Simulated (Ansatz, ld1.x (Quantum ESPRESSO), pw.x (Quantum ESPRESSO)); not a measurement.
From atom to crystal: TM potential for chromium

```json
{
  "Element": "chromium",
  "Generator": "ld1.x (Quantum ESPRESSO) 7.5",
  "Type": "norm-conserving Troullier–Martins (Kleinman–Bylander form)",
  "Functional": "PBE",
  "Relativity": "scalar-relativistic",
  "Frozen core": "[Ar]",
  "Valence charge": "6",
  "Reference configuration": "3d5 4s1 4p0",
  "Partial waves": "4p (bound, empty): rc 3.90 bohr; 3d (bound): rc 2.25 bohr; 4s (bound): rc 1.90 bohr",
  "Local potential": "the s channel",
  "Core correction": "Bessel-smoothed model core inside 1.25 bohr"
}
```

Crystal test: bcc Cr in pw.x 7.5, no spin, 16³ k-points, Fermi–Dirac smearing 0.01 Ry, cutoffs 100/400 Ry. The reference is all-electron LAPW (Ansatz 0.2.0) with the same functional, mesh and smearing; V0 and B0 come from Birch–Murnaghan fits to the pressures at five volumes. Errors are pseudo minus all-electron; Δ is the rms difference of the E(V) curves that follow from these fits, minima aligned, over ±6 % about the mean V0. Mesh and smearing are coarse, so the numbers serve the comparison and aren't converged zero-temperature values; the lattice is a test structure that the element need not adopt. Spin polarisation and strong correlation are left out, which matters for this element.

All-electron: a0 = 2.849 Å (V0 = 11.56 Å³/atom), B0 = 256.7 GPa.

Problem. How far does the potential miss the all-electron equation of state?

Solution. mean pressure error (GPa): +16.24. The pressure does not cross zero within the volumes sampled, so no fit is given. The largest radius (3.90 bohr) exceeds half the bond length (2.33 bohr), so the spheres overlap, which is one possible source of error among others. This is a poor potential for the solid.

```
V (Å³/atom)  P all-electron (GPa)  P pseudo (GPa)
     10.998                 14.15           33.20
     11.288                  6.38           23.88
     11.577                 -0.44           15.67
     11.866                 -6.41            8.43
     12.156                -11.64            2.05
```

Problem. At the middle volume, how do free energy and pressure move when the wave cutoff is lowered (ecutrho kept at four times it)?

Solution.

| cutoff (Ry) | shift of F (meV/atom) | shift of P (GPa) |
| --- | --- | --- |
| 45 | +302.6 | -32.47 |
| 60 | +13.7 | -0.22 |
| 80 | +7.5 | -0.16 |

The run at the middle volume (145 k-points, 9 iterations) took about 18 s on one core of a shared host (Neoverse-V2, 96 threads, 742 GiB, load 27).
